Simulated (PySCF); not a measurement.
A geometry optimisation, step by step.

Compound: C₃HF₃.
SMILES with atom numbers: `[CH:1]#[C:2][C:3]([F:4])([F:5])[F:6]` (hydrogens: H7 on C1)

Computed by this run: PySCF 2.14.0, PBE0-D3(BJ)/def2-SVP geometry optimisation, gas phase; density fitting, grid level 1; the optimiser is geomeTRIC in internal coordinates, started from an MMFF94s structure with every atom displaced at random (about 0.03 Å). The frame can shift and turn from step to step; on so coarse a grid that alone can change the energy by a few meV, and forces under 0.02 eV/Å are noise.

Step 0: E = -11255.4033 eV, largest atomic force 5.910 eV/Å
```
atom  x, y, z in Å  |  force x, y, z in eV/Å
C1      1.722    0.353   -0.186   -5.774  -0.878   0.905
C2      0.500    0.120    0.020    4.655   1.271  -0.607
C3     -0.930   -0.232    0.274    3.209   0.804   1.281
F4     -1.096   -1.378   -0.324   -1.533  -0.911  -0.272
F5     -1.720    0.714   -0.176   -0.775  -0.289  -0.029
F6     -1.086   -0.367    1.620   -0.613  -0.068  -1.166
H7      2.703    0.687   -0.397    0.830   0.070  -0.112
```

Step 1: E = -11255.7120 eV, largest atomic force 2.157 eV/Å
```
atom  x, y, z in Å  |  force x, y, z in eV/Å
C1      1.623    0.556   -0.222    1.871   0.747  -0.452
C2      0.568    0.084    0.066   -2.031  -0.603   0.403
C3     -0.829   -0.340    0.309    0.197   0.290   0.315
F4     -1.094   -1.486   -0.306   -0.030  -0.062   0.107
F5     -1.674    0.581   -0.151    0.008  -0.049  -0.094
F6     -1.085   -0.480    1.617    0.210  -0.167  -0.377
H7      2.583    0.984   -0.483   -0.226  -0.155   0.098
```

Step 2: E = -11255.7393 eV, largest atomic force 0.961 eV/Å
```
atom  x, y, z in Å  |  force x, y, z in eV/Å
C1      1.630    0.570   -0.229   -0.742  -0.403   0.251
C2      0.542    0.110    0.052    0.702   0.556  -0.349
C3     -0.836   -0.329    0.305    0.085  -0.062   0.185
F4     -1.085   -1.488   -0.291   -0.073  -0.118  -0.161
F5     -1.710    0.568   -0.149    0.034  -0.068   0.070
F6     -1.050   -0.497    1.610   -0.040   0.100  -0.003
H7      2.602    0.963   -0.467    0.035  -0.005   0.007
```

Step 3: E = -11255.7478 eV, largest atomic force 0.318 eV/Å
```
atom  x, y, z in Å  |  force x, y, z in eV/Å
C1      1.625    0.574   -0.231   -0.174  -0.171   0.112
C2      0.536    0.126    0.040    0.148   0.222  -0.172
C3     -0.834   -0.330    0.305    0.008  -0.020   0.092
F4     -1.082   -1.490   -0.296    0.002  -0.055  -0.041
F5     -1.721    0.558   -0.140   -0.011   0.013   0.006
F6     -1.038   -0.493    1.611   -0.003  -0.006   0.011
H7      2.605    0.954   -0.459    0.030   0.018  -0.009
```

Step 4: E = -11255.7518 eV, largest atomic force 0.208 eV/Å
```
atom  x, y, z in Å  |  force x, y, z in eV/Å
C1      1.622    0.578   -0.235    0.204  -0.008   0.015
C2      0.525    0.150    0.022   -0.207   0.005  -0.021
C3     -0.835   -0.327    0.305    0.010  -0.038  -0.004
F4     -1.070   -1.492   -0.298    0.008   0.021   0.009
F5     -1.743    0.546   -0.127   -0.003   0.006   0.009
F6     -1.019   -0.497    1.612   -0.005  -0.009   0.009
H7      2.612    0.940   -0.448   -0.006   0.024  -0.017
```

Step 5: E = -11255.7529 eV, largest atomic force 0.099 eV/Å
```
atom  x, y, z in Å  |  force x, y, z in eV/Å
C1      1.623    0.578   -0.235    0.095  -0.023   0.021
C2      0.519    0.162    0.013   -0.087  -0.006  -0.004
C3     -0.836   -0.326    0.304   -0.013  -0.024  -0.031
F4     -1.066   -1.491   -0.301    0.017   0.037   0.030
F5     -1.753    0.541   -0.119   -0.010   0.021  -0.010
F6     -1.012   -0.499    1.612    0.012  -0.026   0.009
H7      2.617    0.933   -0.444   -0.012   0.020  -0.015
```

Step 6: E = -11255.7534 eV, largest atomic force 0.036 eV/Å
```
atom  x, y, z in Å  |  force x, y, z in eV/Å
C1      1.626    0.573   -0.232    0.033  -0.010   0.009
C2      0.516    0.167    0.010   -0.021   0.000   0.006
C3     -0.837   -0.323    0.303    0.002  -0.022  -0.023
F4     -1.065   -1.488   -0.303   -0.004   0.023   0.005
F5     -1.758    0.542   -0.116    0.001   0.003   0.005
F6     -1.008   -0.502    1.611   -0.003  -0.001   0.005
H7      2.619    0.929   -0.441   -0.008   0.007  -0.007
```

Step 7: E = -11255.7535 eV, largest atomic force 0.023 eV/Å
```
atom  x, y, z in Å  |  force x, y, z in eV/Å
C1      1.629    0.568   -0.229   -0.021  -0.009   0.004
C2      0.516    0.165    0.010    0.022   0.005   0.001
C3     -0.838   -0.322    0.302   -0.001  -0.004  -0.004
F4     -1.069   -1.484   -0.306   -0.003   0.007  -0.004
F5     -1.757    0.547   -0.115    0.002   0.004   0.002
F6     -1.010   -0.503    1.610    0.002  -0.001  -0.001
H7      2.620    0.927   -0.441   -0.001  -0.001   0.000
```

**Question.** Summarise the path.

**Answer.** The energy falls by 8.08 kcal/mol from step 0 to step 7; nine tenths of that is first reached at step 2. It falls at every step. The largest force goes from 5.910 to 0.023 eV/Å. Among the bonds C1≡C2 changes most, from 1.261 to 1.207 Å; the atoms move by 0.055 Å rms after alignment.

What follows is the cost of the whole optimisation. The run took 16 s on one thread of an Arm Neoverse V2 (shared host), and the process peaked at 0.36 GiB of memory.
